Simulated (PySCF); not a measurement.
Give a GFN2-xTB geometry of `C(/C)=N/C(Cl)=C`.

Z-matrix in Å and degrees, rows numbered from 1:
```
C 
C   1  1.3301
Cl  2  1.7720  1  118.29
N   2  1.3529  1  122.35  3  -174.64
C   4  1.2622  2  129.55  1  -149.20
C   5  1.4901  4  129.57  2     4.21
H   1  1.0745  2  119.67  3   177.50
H   1  1.0732  2  121.92  3    -4.32
H   5  1.0869  4  114.43  2  -176.72
H   6  1.0867  5  111.74  4    23.88
H   6  1.0875  5  109.91  4   146.17
H   6  1.0910  5  108.91  4   -95.61
```

Of the pairs four or more bonds apart, Cl3···C6 is among the closest relative to their van der Waals radii: 3.15 Å, 91 % of the sum of Bondi's values. The C–N distances run from 1.262 Å (N4=C5, drawn double) to 1.353 Å (C2–N4, drawn single), a spread of 0.091 Å. The C–C distances run from 1.330 Å (C1=C2, drawn double) to 1.490 Å (C5–C6, drawn single), a spread of 0.160 Å.

Structure optimised with GFN2-xTB, isolated species.

Point group: C1 (no symmetry element, even within 0.4 Å). Not checked by GFN2-xTB frequencies. One conformer, not necessarily the lowest (C1–C2–N4–C5 -149°).

The numbers are calculated, not measured.
